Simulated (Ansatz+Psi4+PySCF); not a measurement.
# doublet COS(+): levels of theory in one basis

```xyz
3

O     0.0000    0.0000   -1.6992
C     0.0000    0.0000   -0.5205
S     0.0000    0.0000    1.0448
```

Basis set: cc-pVTZ on C, O; cc-pV(T+d)Z on S (spherical functions). Correlated methods keep 7 orbitals frozen. Correlation on ROHF uses semicanonical orbitals with singles. Charge 1, multiplicity 2.

Computed with Ansatz (development build ahead of 0.2.0) and Psi4 1.11; each method stands on the lowest determinant of its kind that the runs found.

```
      method  E − E(ROHF) (eV)  <S²> of the determinant
        ROHF              0.00                     0.75
         UHF             -0.41                     0.94
     UHF-MP2            -13.59                     0.94
   ROHF-CCSD            -14.40                        –
    UHF-CCSD            -14.43                     0.94
ROHF-CCSD(T)            -15.21                        –
 UHF-CCSD(T)            -15.19                     0.94
```

(1) What does ROHF-MP2 give on the same scale?

Answers

(1) -14.19 eV.

Caution for UHF, UHF-MP2, UHF-CCSD, UHF-CCSD(T): the unrestricted determinant is spin contaminated. Caution for UHF-MP2, UHF-CCSD, UHF-CCSD(T): large amplitudes, a single reference is doubtful.
